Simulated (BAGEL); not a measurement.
# HF/def2-SVP (density fitting with qzvpp-jkfit) run of C2H2N2O (SMILES c1ncon1)

What is the energy change on altering one bond length of C2H2N2O at HF/def2-SVP (density fitting with qzvpp-jkfit)? 

The results are computed with BAGEL 1.2.2.

2 further runs of the same task are left out: 1 that didn't finish, 1 set aside as unsound or not needed.

## 1. Starting point

C2H2N2O: 7 atoms, total charge 0, spin state singlet. As SMILES, `c1ncon1`. The shape is that of a GFN2-xTB optimisation.

Bond lengths: C1–N2 1.360 Å, N2–C3 1.294 Å, C3–O4 1.329 Å, C1–N5 1.298 Å, O4–N5 1.356 Å, C1–H6 1.069 Å, C3–H7 1.071 Å. Angles: C1–N2–C3 102.3°, N2–C1–N5 113.3°, N2–C3–O4 113.0°, C3–O4–N5 106.5°, C1–N5–O4 104.9°, N2–C1–H6 123.5°, N5–C1–H6 123.2°, N2–C3–H7 127.3°, O4–C3–H7 119.7°.

## 2. The energy at HF/def2-SVP (density fitting with qzvpp-jkfit)

input.json reads:

```json
{ "bagel": [

{
  "title": "molecule",
  "basis": "svp",
  "df_basis": "qzvpp-jkfit",
  "angstrom": true,
  "geometry": [
    { "atom": "C", "xyz": [   -0.669300,    0.798840,    0.101020 ] },
    { "atom": "N", "xyz": [    0.334670,    0.313470,    0.879740 ] },
    { "atom": "C", "xyz": [    0.766100,   -0.686540,    0.181370 ] },
    { "atom": "O", "xyz": [    0.103640,   -0.846730,   -0.959140 ] },
    { "atom": "N", "xyz": [   -0.833900,    0.131600,   -1.000400 ] },
    { "atom": "H", "xyz": [   -1.265580,    1.645520,    0.367410 ] },
    { "atom": "H", "xyz": [    1.564370,   -1.356160,    0.429990 ] }
  ]
},
{
  "title": "hf"
},
{
  "title": "print",
  "file": "orbitals.molden",
  "orbitals": true
}

]}
```

On the command line:

```
$ BAGEL_NUM_THREADS=1 BAGEL input.json > input.out
```

Output:

```text
* using 1 threads per process

  ===============================================================
  ===============================================================

  *** Geometry ***

  { "atom" : "C", "xyz" : [     -1.264794,      1.509589,      0.190900 ] },
  { "atom" : "N", "xyz" : [      0.632435,      0.592372,      1.662468 ] },
  { "atom" : "C", "xyz" : [      1.447719,     -1.297373,      0.342740 ] },
  { "atom" : "O", "xyz" : [      0.195851,     -1.600088,     -1.812512 ] },
  { "atom" : "N", "xyz" : [     -1.575843,      0.248688,     -1.890482 ] },
  { "atom" : "H", "xyz" : [     -2.391600,      3.109582,      0.694304 ] },
  { "atom" : "H", "xyz" : [      2.956231,     -2.562771,      0.812563 ] },

  Number of auxiliary basis functions:      417

  Since a DF basis is specified, we compute 2- and 3-index integrals:
    o Being stored without compression. Storage requirement is 0.021 GB

  Number of basis functions:       80
  Number of electrons      :       36

    * METHOD: MOLECULE                             0.16

  *** RHF ***

  === Nuclear Repulsion ===
   166.3706162646

      * DIIS with orbital gradients will be used.

  === RHF iteration (svp) ===
      0       -260.26985450          0.01392953           0.04
      1       -260.36663883          0.00766296           0.03
      2       -260.38944168          0.00163300           0.04
      3       -260.39140611          0.00033694           0.04
      4       -260.39150333          0.00014117           0.04
      5       -260.39152797          0.00007816           0.04
      6       -260.39153652          0.00003448           0.03
      7       -260.39153839          0.00001629           0.04
      8       -260.39153873          0.00000573           0.04
      9       -260.39153875          0.00000253           0.04
     10       -260.39153876          0.00000091           0.04
     11       -260.39153876          0.00000043           0.04
     12       -260.39153876          0.00000021           0.03
     13       -260.39153876          0.00000009           0.03
     14       -260.39153876          0.00000004           0.03
     15       -260.39153876          0.00000002           0.03
     16       -260.39153876          0.00000001           0.04
    * SCF iteration converged.

    * Permanent dipole moment:
           (   -0.387097,     0.104626,    -0.407329) a.u.

    * METHOD: HF                                   0.72

    * METHOD: PRINT                                0.02

  ===============================================================
```

Run time: 1 s. Hardware: 1 thread of Arm Neoverse V1, shared host; peak memory 0.097 GiB.

## 3. The distorted shape, same level

calc.json reads:

```json
{ "bagel": [

{
  "title": "molecule",
  "basis": "svp",
  "df_basis": "qzvpp-jkfit",
  "angstrom": "true",
  "geometry": [
    { "atom": "C", "xyz": [   -0.789068,    0.899306,    0.063718 ] },
    { "atom": "N", "xyz": [    0.214902,    0.413936,    0.842438 ] },
    { "atom": "C", "xyz": [    0.646332,   -0.586074,    0.144068 ] },
    { "atom": "O", "xyz": [   -0.016128,   -0.746264,   -0.996442 ] },
    { "atom": "N", "xyz": [   -0.953668,    0.232066,   -1.037702 ] },
    { "atom": "H", "xyz": [   -1.385348,    1.745986,    0.330108 ] },
    { "atom": "H", "xyz": [    1.564370,   -1.356160,    0.429990 ] }
  ]
},
{
  "title": "hf",
  "charge": 0
},
{
  "title": "print",
  "file": "orbitals.molden",
  "orbitals": "true"
}

]}
```

On the command line:

```
$ BAGEL_NUM_THREADS=1 BAGEL calc.json > calc.out
```

Output:

```text
* using 1 threads per process

  ===============================================================
  ===============================================================

  *** Geometry ***

  { "atom" : "C", "xyz" : [     -1.491122,      1.699442,      0.120410 ] },
  { "atom" : "N", "xyz" : [      0.406106,      0.782226,      1.591977 ] },
  { "atom" : "C", "xyz" : [      1.221390,     -1.107519,      0.272249 ] },
  { "atom" : "O", "xyz" : [     -0.030478,     -1.410235,     -1.883002 ] },
  { "atom" : "N", "xyz" : [     -1.802171,      0.438541,     -1.960973 ] },
  { "atom" : "H", "xyz" : [     -2.617928,      3.299435,      0.623814 ] },
  { "atom" : "H", "xyz" : [      2.956231,     -2.562771,      0.812563 ] },

  Number of auxiliary basis functions:      417

  Since a DF basis is specified, we compute 2- and 3-index integrals:
    o Being stored without compression. Storage requirement is 0.021 GB

  Number of basis functions:       80
  Number of electrons      :       36

    * METHOD: MOLECULE                             0.16

  *** RHF ***

  === Nuclear Repulsion ===
   165.6411894637

      * DIIS with orbital gradients will be used.

  === RHF iteration (svp) ===
      0       -260.24791138          0.01434746           0.04
      1       -260.34978036          0.00809404           0.04
      2       -260.37575176          0.00164724           0.04
      3       -260.37781083          0.00037335           0.04
      4       -260.37792449          0.00015406           0.04
      5       -260.37795417          0.00008399           0.04
      6       -260.37796438          0.00003633           0.04
      7       -260.37796656          0.00001693           0.04
      8       -260.37796692          0.00000566           0.04
      9       -260.37796694          0.00000268           0.04
     10       -260.37796695          0.00000094           0.04
     11       -260.37796695          0.00000044           0.04
     12       -260.37796695          0.00000020           0.04
     13       -260.37796695          0.00000009           0.04
     14       -260.37796695          0.00000004           0.04
     15       -260.37796695          0.00000001           0.04
     16       -260.37796695          0.00000001           0.04
    * SCF iteration converged.

    * Permanent dipole moment:
           (   -0.404508,     0.116791,    -0.415934) a.u.

    * METHOD: HF                                   0.72

    * METHOD: PRINT                                0.02

  ===============================================================
```

It took 1 s on 1 thread of Arm Neoverse V1, shared host; peak memory 0.097 GiB.

## 4. Summary of results

At HF/def2-SVP (density fitting with qzvpp-jkfit):

| quantity | value |
| --- | --- |
| first shape: total energy | -260.39154 Eh |
| first shape: dipole moment | 1.45 D |
| first shape: HOMO energy | -11.41 eV |
| first shape: LUMO energy | 3.16 eV |
| first shape: HOMO–LUMO gap | 14.58 eV |
| distorted shape: total energy | -260.37797 Eh |
| distorted shape: dipole moment | 1.50 D |
| distorted shape: HOMO energy | -11.41 eV |
| distorted shape: LUMO energy | 3.20 eV |
| distorted shape: HOMO–LUMO gap | 14.61 eV |
| energy change with the C3–H7 bond stretched from 1.071 to 1.232 Å | 0.369 eV |

With the C3–H7 bond stretched from 1.071 to 1.232 Å the energy rises by 0.37 eV (35.6 kJ/mol). The first shape isn't relaxed at this level, so the change isn't measured from a minimum.
